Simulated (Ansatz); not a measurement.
This geometry of H₂O₂Si (5 atoms, charge 0, multiplicity 1) is a first-order saddle point.

The calculation used RKS PBE0-D4/def2-SVP (Ansatz 0.2.0).

```xyz
5
Properties=species:S:1:pos:R:3
O -1.330 0.211 -0.154
Si -0.094 -0.806 0.268
O 1.193 0.263 0.269
H -1.735 0.394 -1.003
H 2.016 -0.135 0.578
```

Q: Which two structures does it join? (They come from a converged band through this point; their orientation in space is the band's.)

A: No bond is made or broken. The dihedral H4–O1–Si2–O3 goes from 0 to -180°.

Image 0:

```xyz
5
Properties=species:S:1:pos:R:3
O -1.455 -0.104 -0.279
Si -0.217 -0.805 0.578
O 1.033 0.191 0.065
H -1.215 0.651 -0.834
H 1.903 -0.006 0.428
```

Image 6:

```xyz
5
Properties=species:S:1:pos:R:3
O -1.091 0.389 -0.593
Si -0.165 -0.573 0.403
O 1.298 0.179 0.135
H -2.022 0.144 -0.612
H 2.030 -0.212 0.625
```

Q: How far does it lie above each of them?

A: 0.32 eV above the first and 0.24 eV above the second. This is the barrier of this one path; another mechanism may lie lower.

Time of the run: 45 s on 1 thread of Arm Neoverse V2, on a shared host, peak memory 0.1 GiB.
